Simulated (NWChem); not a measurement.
System: Al cation, singlet

NWChem input:

```
start job
memory heap 200 mb stack 900 mb global 1100 mb
charge 1
geometry units angstroms noautoz
  Al     0.000000     0.000000     0.000000
end
basis spherical
  Al library def2-svp
end
dft
  xc xctpssh
  iterations 150
  mulliken
end
task dft energy
```

Low-valent species are run as closed-shell singlets; no triplet was tried in these runs.

**Question.** What results follow from this input? (TPSSh/def2-SVP.) Quantities: energy (Ha); highest occupied level (eV); orbital gap (eV).

**Answer.** 
```json
{
 "energy (Ha)": "-242.06",
 "highest occupied level (eV)": "-15.18",
 "orbital gap (eV)": "6.49"
}
```
